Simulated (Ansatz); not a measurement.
Reaction (atomization): `CCCC(C)CC` → 7 C• + 16 H•

Calculated with Ansatz (gas phase, PBE0-D4/def2-TZVP geometries, no zero-point term in ΔE). CCSD(T)/CBS is the MP2 limit (def2-TZVPP, def2-QZVPP) plus CCSD(T) − MP2 in def2-TZVPP, frozen cores. This one scheme is used for every species, atoms too. Open shells (•) are unrestricted, without spin–orbit coupling. Spin–orbit coupling would lower the free atoms: a little for C. Each species was taken in one conformer, which may not be the lowest.

| species | CCSD(T)/CBS(def2) energy (Eh) |
| --- | --- |
| `CCCC(C)CC` | -276.02538 |
| C• | -37.79194 |
| H• | -0.50000 |

Work out ΔE.

ΔE = 16 × (-0.50000) + 7 × (-37.79194) − (-276.02538) = 3.48180 Eh = +9141.5 kJ/mol.

Largest T1 diagnostic among the species: 0.009.

The D4 term adds +72.4 kJ/mol with B3LYP and +39.0 kJ/mol with PBE0; it sums over pairs of atoms, weighted by their polarisabilities, and B3LYP, whose exchange is more repulsive, gets the larger term. In def2-TZVPP, CCSD(T) changes the Hartree–Fock value by +1986.2 kJ/mol (the triples alone add +98.3 kJ/mol) and MP2 by +2050.7 kJ/mol; breaking electron pairs costs correlation energy, which Hartree–Fock lacks.

B3LYP here is the variant with VWN-RPA as its local correlation; programs differ in this.

For atomizations the MP2-based limit and the directly extrapolated one differ by several kJ/mol either way, and by 10 to 25 for some Ge, Se and Sn compounds, so smaller differences from it don't rank the levels.
